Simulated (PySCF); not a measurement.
A geometry optimisation on 1,3-butanediamine, `C[C@H](N)CCN`.

Computed with PBE0-D3(BJ)/def2-SVP geometry optimisation, gas phase (PySCF 2.14.0). Start geometry: GFN2-xTB. A driver script takes a list of jobs; this job's settings line and coordinates (Å) are shown.

Input:
```
{"job": {"xc": "PBE0", "basis": "def2-SVP", "d3": "d3bj", "grid": 2, "kind": "geom"}, "charge": 0, "multiplicity": 1}
C     -1.691819     0.750286     0.258551
C     -0.935549    -0.257260    -0.615570
N     -1.618280    -1.540432    -0.723820
C      0.477382    -0.523966    -0.089035
C      1.431623     0.654654    -0.259064
N      2.747222     0.292965     0.246889
H     -1.194436     1.715725     0.256881
H     -1.748323     0.389345     1.284335
H     -2.705427     0.888255    -0.116108
H     -0.863945     0.143033    -1.635229
H     -1.698105    -1.963470     0.195816
H     -2.558606    -1.411366    -1.082616
H      0.434654    -0.790025     0.968383
H      0.875271    -1.384000    -0.631935
H      1.086650     1.508114     0.330507
H      1.441737     0.958953    -1.320490
H      3.393136     1.067811     0.140466
H      3.118057    -0.492304    -0.278658
```

Output:
```
step   0  E = -268.63912127  max force = 0.016983
step   1  E = -268.64058564  max force = 0.002581
step   2  E = -268.64062691  max force = 0.000630
step   3  E = -268.64063494  max force = 0.000276
optimisation converged
```

Energies in Eh; «max force» is the largest Cartesian gradient component in Eh/bohr.

Question: How much energy does the optimisation release, in eV?

Answer: E(step 0) − E(last step) = 0.001514 Eh, which is 0.041 eV.

Question: Give the first gradient maximum in eV/Å.

Answer: With 1 Eh/bohr = 51.422 eV/Å, 0.873 eV/Å.

Summary of the converged run: final energy -268.64063 Eh after 3 steps; dipole 1.16 D.

Time: 36 s; peak memory 0.76 GiB. Hardware: an Intel Xeon Platinum 8488C with one thread, shared host.
Labels such as C1 count atoms from 1, the log's own numbers from 0.
